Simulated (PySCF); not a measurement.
PySCF input (PBE0/def2-TZVPPD):

```python
import numpy as np, basis_set_exchange as bse
from pyscf import gto, scf, dft, df
from pyscf.prop.polarizability import rks as pol

basis = {'F': gto.basis.parse(bse.get_basis('def2-TZVPPD', elements=['F'], fmt='nwchem'))}
mol = gto.M(
    atom='''
    F    -0.00000000   -0.00000000   -0.69824324
    F     0.00000000    0.00000000    0.69824324
    ''',
    basis=basis,
    charge=0,
    verbose=4,
    max_memory=2160,
)
mf = dft.RKS(mol, xc='pbe0')
mf.grids.level = 3
mf = mf.density_fit(auxbasis=df.autoaux(mol))
mf.conv_tol = 1e-9
mf.max_cycle = 100
print('smallest overlap eigenvalue', np.linalg.eigvalsh(mol.intor('int1e_ovlp'))[0])
mf.kernel()
dip = mf.dip_moment()
p = pol.Polarizability(mf)
p.max_cycle_cphf = 60
alpha = p.polarizability()
print('polarisability/bohr^3', alpha.trace() / 3)
```

Output:

```
PySCF version 2.14.0

[INPUT] verbose = 4
[INPUT] num. atoms = 2
[INPUT] num. electrons = 18
[INPUT] charge = 0
[INPUT] spin (= nelec alpha-beta = 2S) = 0
[INPUT] symmetry False subgroup None
[INPUT] Mole.unit = angstrom
[INPUT] Symbol           X                Y                Z      unit          X                Y                Z       unit  Magmom
[INPUT]  1 F      0.000000000000   0.000000000000  -0.698243240000 AA    0.000000000000   0.000000000000  -1.319488491929 Bohr   0.0
[INPUT]  2 F      0.000000000000   0.000000000000   0.698243240000 AA    0.000000000000   0.000000000000   1.319488491929 Bohr   0.0

nuclear repulsion = 30.6937121829636
number of shells = 28
number of NR pGTOs = 110
number of NR cGTOs = 80
basis = {'F': [[0, [35479.100441, 0.00021545014888], [5318.4728983, 0.0016700686527], [1210.4810975, 0.0086733211476], [342.8551814, 0.035049933175], [112.01943181, 0.11165320133], [40.714740248, 0.25988506647]], [0, [16.039678111, 0.3942296688], [6.503818674, 0.24998238551]], [0, [1.5440477509, 1.0]], [0, [0.61223452862, 1.0]], [0, [0.24027979698, 1.0]], [0, [0.090918446478, 1.0]], [1, [80.233900483, 0.0063685999134], [18.594010743, 0.04430314353], [5.6867902653, 0.16867248708], [1.9511006294, 0.36166346255]], [1, [0.66970211298, 0.44202901491]], [1, [0.2165130041, 0.2431987573]], [1, [0.059613282472, 1.0]], [2, [3.107, 1.0]], [2, [0.855, 1.0]], [2, [0.18608388111, 1.0]], [3, [1.917, 1.0]]]}
ecp = {}
ETB for F: l = 0, exps = 0.119226564944 * 1.8^n , n = 0..17
ETB for F: l = 1, exps = 0.119226564944 * 1.8^n , n = 0..15
ETB for F: l = 2, exps = 0.119226564944 * 1.8^n , n = 0..14
ETB for F: l = 3, exps = 0.245697163582 * 2.2^n , n = 0..8
ETB for F: l = 4, exps = 0.37216776222 * 2.2^n , n = 0..4
smallest overlap eigenvalue 0.0010000920845471605

******** <class 'pyscf.df.df_jk.DFRKS'> ********
method = DFRKS
initial guess = minao
damping factor = 0
level_shift factor = 0
DIIS = <class 'pyscf.scf.diis.CDIIS'>
diis_start_cycle = 1
diis_space = 8
diis_damp = 0
SCF conv_tol = 1e-09
SCF conv_tol_grad = None
SCF max_cycles = 100
direct_scf = False
XC library pyscf.dft.libxc version 7.1.2
    S. Lehtola, C. Steigemann, M. J. T. Oliveira, and M. A. L. Marques,  SoftwareX 7, 1–5 (2018)
XC functionals = pbe0
    C. Adamo and V. Barone,  J. Chem. Phys. 110, 6158 (1999)
    M. Ernzerhof and G. E. Scuseria,  J. Chem. Phys. 110, 5029 (1999)
radial grids:
    Treutler-Ahlrichs [JCP 102, 346 (1995); DOI:10.1063/1.469408] (M4) radial grids

becke partition: Becke, JCP 88, 2547 (1988); DOI:10.1063/1.454033
pruning grids: <function nwchem_prune>
grids dens level: 3
symmetrized grids: False
atomic radii adjust function: <function treutler_atomic_radii_adjust>
small_rho_cutoff = 0
Set gradient conv threshold to 3.16228e-05
Initial guess from minao.
tot grids = 28528
******** <class 'pyscf.df.df.DF'> ********
auxbasis = {'F': [[0, [np.float64(2606.1872653902615), 1]], [0, [np.float64(1447.8818141057006), 1]], [0, [np.float64(804.3787856142782), 1]], [0, [np.float64(446.87710311904345), 1]], [0, [np.float64(248.26505728835744), 1]], [0, [np.float64(137.92503182686525), 1]], [0, [np.float64(76.6250176815918), 1]], [0, [np.float64(42.569454267551), 1]], [0, [np.float64(23.64969681530611), 1]], [0, [np.float64(13.138720452947839), 1]], [0, [np.float64(7.299289140526577), 1]], [0, [np.float64(4.055160633625876), 1]], [0, [np.float64(2.252867018681042), 1]], [0, [np.float64(1.2515927881561344), 1]], [0, [np.float64(0.6953293267534081), 1]], [0, [np.float64(0.38629407041856), 1]], [0, [np.float64(0.2146078168992), 1]], [0, [np.float64(0.119226564944), 1]], [1, [np.float64(804.3787856142782), 1]], [1, [np.float64(446.87710311904345), 1]], [1, [np.float64(248.26505728835744), 1]], [1, [np.float64(137.92503182686525), 1]], [1, [np.float64(76.6250176815918), 1]], [1, [np.float64(42.569454267551), 1]], [1, [np.float64(23.64969681530611), 1]], [1, [np.float64(13.138720452947839), 1]], [1, [np.float64(7.299289140526577), 1]], [1, [np.float64(4.055160633625876), 1]], [1, [np.float64(2.252867018681042), 1]], [1, [np.float64(1.2515927881561344), 1]], [1, [np.float64(0.6953293267534081), 1]], [1, [np.float64(0.38629407041856), 1]], [1, [np.float64(0.2146078168992), 1]], [1, [np.float64(0.119226564944), 1]], [2, [np.float64(446.87710311904345), 1]], [2, [np.float64(248.26505728835744), 1]], [2, [np.float64(137.92503182686525), 1]], [2, [np.float64(76.6250176815918), 1]], [2, [np.float64(42.569454267551), 1]], [2, [np.float64(23.64969681530611), 1]], [2, [np.float64(13.138720452947839), 1]], [2, [np.float64(7.299289140526577), 1]], [2, [np.float64(4.055160633625876), 1]], [2, [np.float64(2.252867018681042), 1]], [2, [np.float64(1.2515927881561344), 1]], [2, [np.float64(0.6953293267534081), 1]], [2, [np.float64(0.38629407041856), 1]], [2, [np.float64(0.2146078168992), 1]], [2, [np.float64(0.119226564944), 1]], [3, [np.float64(134.82846476879746), 1]], [3, [np.float64(61.28566580399884), 1]], [3, [np.float64(27.85712081999947), 1]], [3, [np.float64(12.662327645454303), 1]], [3, [np.float64(5.755603475206501), 1]], [3, [np.float64(2.616183397821137), 1]], [3, [np.float64(1.1891742717368803), 1]], [3, [np.float64(0.5405337598804001), 1]], [3, [np.float64(0.245697163582), 1]], [4, [np.float64(8.718253130660834), 1]], [4, [np.float64(3.962842332118561), 1]], [4, [np.float64(1.8012919691448002), 1]], [4, [np.float64(0.818769076884), 1]], [4, [np.float64(0.37216776222), 1]]]}
init E= -199.469953495526
  HOMO = -0.411338588451564  LUMO = -0.199084008058009  gap/eV = 5.77574
cycle= 1 E= -199.400771711417  delta_E= 0.0692  |g|= 0.27  |ddm|= 1.04
  HOMO = -0.445043518300147  LUMO = -0.158856066818402  gap/eV = 7.78756
cycle= 2 E= -199.406974375894  delta_E= -0.0062  |g|= 0.135  |ddm|= 0.132
  HOMO = -0.427203005993563  LUMO = -0.133339050988404  gap/eV = 7.99645
cycle= 3 E= -199.409230509134  delta_E= -0.00226  |g|= 0.0234  |ddm|= 0.0501
  HOMO = -0.433497217812619  LUMO = -0.139396061012285  gap/eV = 8.00290
cycle= 4 E= -199.409296321316  delta_E= -6.58e-05  |g|= 0.00802  |ddm|= 0.0114
  HOMO = -0.432058302023521  LUMO = -0.137785940526705  gap/eV = 8.00756
cycle= 5 E= -199.409304357626  delta_E= -8.04e-06  |g|= 0.000172  |ddm|= 0.00322
  HOMO = -0.432068292184914  LUMO = -0.137785239641893  gap/eV = 8.00785
cycle= 6 E= -199.4093043616  delta_E= -3.97e-09  |g|= 1.22e-05  |ddm|= 7.71e-05
  HOMO = -0.432066154983031  LUMO = -0.137782885087859  gap/eV = 8.00786
cycle= 7 E= -199.409304361619  delta_E= -1.96e-11  |g|= 3.57e-07  |ddm|= 4.64e-06
  HOMO = -0.43206629768994  LUMO = -0.137783038079917  gap/eV = 8.00786
Extra cycle  E= -199.409304361619  delta_E= 2.84e-13  |g|= 2.7e-07  |ddm|= 2.78e-07
converged SCF energy = -199.409304361619
Dipole moment(X, Y, Z, Debye): -0.00000,  0.00000, -0.00000
Isotropic polarizability 8.43981441746
Polarizability anisotropy 6.10911587027
polarisability/bohr^3 8.43981441745861
```
